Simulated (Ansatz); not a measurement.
**Match the barriers**

Saddle point of CH3F2 (charge -1), singlet ([CH₃F ([CH3][F]) + F]⁻ → [CH₃F ([CH3][F]) + F]⁻; bonds formed: C2–F3; bonds broken: F1–C2), PBE0-D4/def2-TZVPD structure:

```xyz
6
angstrom
F -0.7677 -1.4527 0.7836
C -0.0001 -0.0002 0.0001
F 0.7677 1.4526 -0.7836
H -0.0787 0.5405 0.9246
H 0.8799 -0.5784 -0.2106
H -0.8011 0.0383 -0.7142
```

Ansatz 0.2.0; basis: def2-TZVPPD, with def2-QZVPPD for the basis limit; cores frozen in the correlated methods. Extrapolation: Hartree–Fock as exp(−7.88 √X), correlation as X^−2.97. Four methods, as single points on the PBE0-D4 structures, gave these electronic barriers from the start structure: 0.300, 0.376, 0.584, 0.872 eV.

Problem. The methods were, in alphabetical order, CCSD(T), HF, r2SCAN-D4, SPW92. Which gave which? (Judge from chemistry; the calculation decides.)

Solution. The calculation gives: SPW92 0.300; r2SCAN-D4 0.376; CCSD(T) 0.584; HF 0.872 eV. For comparison, CCSD(T) at an estimated basis limit (MP2 extrapolated from triple and quadruple zeta, plus CCSD(T) − MP2 in triple zeta) gives 0.572 eV.

No T1 diagnostic of these runs exceeds 0.020.

Labels in which every atom is bracketed show which atoms are joined, not bond orders.

For scale, one of the runs: CCSD(T)/def2-TZVPPD, 168 basis functions, launched by `ansatz run in.yaml --threads 2 --pin off --events-out ev --progress --plain --max-ram 4352MiB`. Time: 23 s of wall clock on 2 CPU threads of an Arm Neoverse N1; the host was shared. Peak host memory: 1.1 GiB.
